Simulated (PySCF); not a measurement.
Compound: CH2BH, CH3B.
Atom-mapped SMILES: `[BH:1]=[CH2:2]` (hydrogens: H3 on B1; H4, H5 on C2)

Linear response at PBE0/aug-cc-pVTZ (PySCF, frozen core in the response, non-relativistic). Geometry: PBE0-D3(BJ)/def2-TZVP; no solvent, vibrations or thermal averaging.

Static isotropic polarisability: 31.11 au (4.61 Å³), principal values 24.9, 28.8, 39.7 au.

(1) What is the polarisability at 1064 nm and at the sodium D line?

(2) What is the isotropic C6 coefficient between two such molecules, C6 = (3/π)∫α(iω)² dω?

(3) Which effective excitation energy ω̄ makes London's formula C6 = (3/4)α²ω̄ exact here?

(4) What n − 1 at the D line would an ideal gas of it have at 273.15 K and 1 atm (2.6868 × 10¹⁹ cm⁻³), by n − 1 = 2π·N·α′?

(5) What molar refraction at the D line follows from R = (4π/3)·N_A·α′, with α′ the polarisability volume?

(6) How many electrons N does the Slater–Kirkwood formula C6 = (3/4)·√N·α^(3/2) need to give this C6?

(7) What does −C6/R⁶ come to at R = 12 Å between centres?

Answers

(1) 31.56 au at 1064 nm (+1.4 %), 32.66 au at 589.3 nm (+5.0 %). The rise at 589.3 nm is 3.45 times that at 1064 nm; a pure ω² law gives 3.26. The lowest singlet lies at 383 nm, shorter than both wavelengths.

(2) 314.9 au (Eh·bohr⁶) by a ten-point quadrature over imaginary frequencies, which is 188 eV·Å⁶ or 18.2 J·nm⁶/mol.

(3) ω̄ = 4·C6/(3α²) = 0.434 Eh = 11.8 eV. A one-pole form α(ω) = α/(1 − ω²/ω̄²) fitted to the 1064 nm value gives 9.8 eV.

(4) 8.17 × 10⁻⁴, a formal value whether or not that pressure can be reached.

(5) α′ = 4.84 Å³ gives R = 12.21 cm³/mol, for isolated, non-vibrating species.

(6) N = (4·C6/3)²/α³ = 5.9; the species has 14 electrons in all.

(7) -6.1 J/mol. This is the leading, orientation-averaged term; C8 and higher terms are left out.
